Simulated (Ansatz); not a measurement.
A made-up structure of CH₃NSi, closed shell:

```
atom    x (Å)    y (Å)    z (Å)
  C1  -1.3555  -0.8616  -0.7351
 Si2  -0.2905  -0.4048   0.4332
  N3   1.0039   0.6827   0.4236
  H4  -2.2040  -1.4831  -0.9726
  H5  -0.1542  -0.2098   1.8331
  H6   1.5687   0.8521   1.2358
```

It is relaxed with PBE-D4/def2-SVP and then PBE0-D4/def2-TZVP (Ansatz 0.2.0). Atoms count as bonded within 1.22 times the sum of their covalent radii (H–H: 0.88 Å). The end point is not checked to be a true minimum.

(1) Does its bonding change? (Judge from chemistry; the calculation decides.)

Results:

(1) Computed: Yes. Formed: C1–H5; broken: Si2–H5.

Where it ends: The first stage lowers the energy by 4.15 eV in 18 steps. It ends as CH₃NSi ([CH2][Si][NH]):
```tsv
atom	x (Å)	y (Å)	z (Å)
C1	-1.3850	-0.8336	0.2114
Si2	0.1012	-0.0600	0.4165
N3	1.2561	1.0115	0.4247
H4	-1.5423	-1.4733	-0.6476
H5	-2.0576	-0.9338	1.0535
H6	2.1961	0.8645	0.7595
```

Labels in which every atom is bracketed show which atoms are joined, not bond orders.

For scale, one of the runs: PBE0-D4/def2-TZVP relaxation, 117 basis functions, launched by `ansatz run in.yaml --threads 2 --pin off --events-out ev --progress --plain --max-ram 4352MiB`. Hardware: 2 CPU threads of an Arm Neoverse V1, shared host. Wall time about 19 s.
